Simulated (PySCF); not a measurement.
Two-dimensional NMR puzzle

Compound of formula C3H7NO. Correlations simulated from computed shifts and the bond graph:

HSQC (one-bond C–H):
```csv
δH,δC
2.15,30.3
1.05,10.5
```

COSY cross peaks (H two or three bonds apart, from the bond graph; peaks can be absent where the dihedral angle is near 90°):
```csv
δH,δH
4.80,4.61
2.15,1.05
```

HMBC (two and three bonds, from the bond graph):
```csv
δH,δC
4.80,"177.2, 30.3"
4.61,"177.2, 30.3"
2.15,"177.2, 10.5"
1.05,"177.2, 30.3"
```

Carbons without hydrogens: δ 177.2.

Equivalent nuclei averaged, one conformer, no relativistic terms, isolated molecule. PBE0-D3(BJ)/def2-TZVP geometry; shieldings: GIAO B97-2/pcSseg-2; PySCF 2.14.0 with density-fitted response routines.

Chemical shifts δ = σref − σ; $^{1}$H (31.64 ppm) and $^{13}$C (185.38 ppm) against TMS, all at this level.

Exchangeable hydrogens are left out of these lists.

Task: Assemble the structure.

Result: Propanamide (CCC(N)=O).

Atom-mapped SMILES (the numbers label the heavy atoms): `[CH3:1][CH2:2][C:3]([NH2:4])=[O:5]`. Hydrogens are named by the atom that carries them. Ha(N4) is cis to the C=O or C=S heteroatom; Hb(N4) is trans to the C=O or C=S heteroatom.

- δC 177.2 is C3, an amide carbonyl carbon.
- δC 30.3 is C2, an sp3 CH2 α to a carbonyl (δH 2.15).
- δC 10.5 is C1, a methyl carbon (δH 1.05).
- HMBC from δH 2.15 reaches the proton-free carbon C3.
- HMBC from δH 1.05 reaches the proton-free carbon C3.
- COSY links 4.80–4.61, 2.15–1.05.

Exchangeable OH/NH protons stand at their gas-phase positions; hydrogen bonding in a real sample shifts them, mostly to higher δ. Rotation about the amide-type C–N bond is slow at room temperature, so the two groups on nitrogen are listed apart. Shifts are as computed. Against solution values, carbons near 30 ppm lie about +3 ppm off and those near 130 ppm about +7 ppm. Of 1211 compounds with measured shifts, 218 miss one by over three times the rms of a fit or turn the order of signals round; such compounds aren't used in these exercises. The C=O carbon of an acid or of an amide with N–H lies up to 10 ppm further downfield in solution, through hydrogen bonding that the calculation lacks.
